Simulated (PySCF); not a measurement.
Structure problem from calculated spectra and properties.

Elements present: C, F, H and N. Monoisotopic mass: 73.0328 u.

| Property | Result |
| --- | --- |
| 13C NMR | chemical shifts (computed TMS as zero) by class: 122.4 (1 C), 76.4 (1 C), 22.2 (1 C) ppm [GIAO PBE0/pcSseg-1] |
| 1H NMR | chemical shifts (computed TMS as zero) by class: 4.90 (1 H), 1.61 (3 H) ppm [GIAO PBE0/pcSseg-1] |
| UV, first state | lowest singlet excitation: 7.25 eV (171 nm, f = 0.000) [TDDFT CAM-B3LYP/def2-SVPD] |
| NMR, other nuclei | isotropic shieldings of nuclei other than C and H, by class: -50 (1 N), 386 (1 F) ppm [GIAO PBE0/pcSseg-1] |
| Triplet | lowest triplet excitation (Tamm–Dancoff): 6.14 eV [TDA CAM-B3LYP/def2-SVPD] |
| Valence photoelectron | vertical ionisation energy: 12.43 eV [ΔSCF CAM-B3LYP/def2-SVPD] |
| Rotational structure | rotational constants A, B, C: 8.875, 4.009, 2.983 GHz [PBE0-D3(BJ)/def2-SVP] |
| XPS | C1s 291.9, C1s 292.8, C1s 295.0, N1s 405.8, F1s 693.3 eV [ΔSCF SCAN, pcX-2 on the ionised atom, pcseg-1 elsewhere, spin-free X2C] |
| Polarisability | 41.3 au [CAM-B3LYP/def2-SVPD] |

Electronic properties: PySCF, gas phase, density fitting. Levels stand in brackets. Isolated species at its PBE0-D3(BJ)/def2-SVP geometry, gas phase. Each NMR value is the plain mean over a class of atoms that symmetry, rotation or inversion makes alike.

Task: Which formula fits the mass and the elements?

Result: C3H4FN (calculated 73.0328). No other formula that holds each of these elements comes within 0.0003 u with a fitting electron parity and a possible valence count.

Task: Give a SMILES that accounts for the data.

Result: Numbering: `[CH3:1][C@@H:2]([F:3])[C:4]#[N:5]`. Its formula, C3H4FN, gives 2 degrees of unsaturation: 0 rings and 2 π bonds in the structure found. 3 carbons fall into 3 classes; from least to most shielded: nitrile carbon [C4] (122.4 ppm), sp3 C–F carbon [C2] (76.4 ppm), methyl carbon [C1] (22.2 ppm). Hydrogen classes from least to most shielded: 1 H on an sp3 C–F carbon, C2 (4.90 ppm), 3 H on a methyl carbon, C1 (1.61 ppm, a mean of values up to 0.6 ppm apart in this geometry). The other shieldings belong to: -50 ppm, nitrile nitrogen [N5]; 386 ppm, alkyl fluorine [F3]. The core levels belong to: C1s 291.9 eV, methyl carbon [C1]; C1s 292.8 eV, nitrile carbon [C4]; C1s 295.0 eV, sp3 C–F carbon [C2]; N1s 405.8 eV, nitrile nitrogen [N5]; F1s 693.3 eV, alkyl fluorine [F3]. The hole state at 292.8 eV has ⟨S²⟩ = 0.83 against 0.75, so that value is less sure. The first electron is taken from the HOMO, whose largest Löwdin shares are 0.39 on the nitrile nitrogen, 0.28 on the nitrile carbon, 0.11 on the sp3 C–F carbon and 0.07 on the alkyl fluorine. The optimised geometry has point group C1 and is an asymmetric top. Structure: `C[C@@H](F)C#N`. Computed isomers that give other values at the same levels: `FC[C@H]1C=N1` (13C chemical shifts (computed TMS as zero) by class: 178.5 (1 C), 91.6 (1 C), 26.3 (1 C) ppm); `[H]/N=C\C(=C)F` (13C chemical shifts (computed TMS as zero) by class: 168.4 (1 C), 166.6 (1 C), 96.5 (1 C) ppm); `FCC1=NC1` (lowest singlet excitation: 5.42 eV (229 nm, f = 0.001)). The assignments are read from this structure; whether some other isomer fits the data as well wasn't checked. The mirror image fits equally.
